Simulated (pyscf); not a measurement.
PySCF, gas phase, ωB97X-D3(BJ)/def2-SVP geometries.

Task: For the elementary gas-phase step H₂C=CH–Cl + Cl• -> Cl–Cl + •HC=CH₂ (doublet surface; C–Cl broken, Cl–Cl formed), what barrier and reaction energy does ωB97M-D3(BJ)/def2-TZVP give, measured from the separated reactants?

Result: ΔE‡ = 54.8 kcal/mol, ΔE = +39.4 kcal/mol. Zero-point energy shifts the barrier by -2.3 kcal/mol. It is an atom transfer, with an imaginary mode of 1058i cm⁻¹. On the reactant side the descent ends in a complex, 5.0 kcal/mol under the separated species and 60.8 kcal/mol under the saddle at ωB97X-D3(BJ)/def2-TZVP. One saddle was located; it need not be the lowest between these sides. The angle at the transferred Cl is 86°: a side-on saddle, likely not the lowest. Left out: the spin-orbit lowering of Cl.
